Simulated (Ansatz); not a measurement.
# Sc3Al: computed properties

Computed with Ansatz 0.2.0, DFT PBEsol, scalar-relativistic, plane waves, PAW.

Plane waves to 420 eV, a k mesh through Γ of 10×10×10 on the computed 4-atom cell and Gaussian smearing (0.10 eV); no spin polarisation.

The structure is relaxed at this level of theory with its symmetry kept. Whether it is the stable form of this composition wasn't checked.

```xyz
4
Lattice="4.3748 0.0000 0.0000 0.0000 4.3748 0.0000 0.0000 0.0000 4.3748" Properties=species:S:1:pos:R:3 pbc="T T T"
Sc    2.1874    0.0000    2.1874
Sc    0.0000    2.1874    2.1874
Sc    2.1874    2.1874    0.0000
Al    0.0000    0.0000    0.0000
```

| Property | Result |
| --- | --- |
| Space group | Pm-3m (No. 221) |
| Volume per atom | 20.93 Å³ |
| Formation energy from the elements' standard states (uncorrected) | -0.258 eV/atom |
| Kohn–Sham band gap | none (metal) |
| Density of states at the Fermi level | 5.00 states/eV per cell |
| Löwdin character within 0.5 eV of the Fermi level | Sc 3d 87 %, unprojected 4 % |
| Bulk modulus | 68 GPa |
| Its pressure derivative | 3.5 |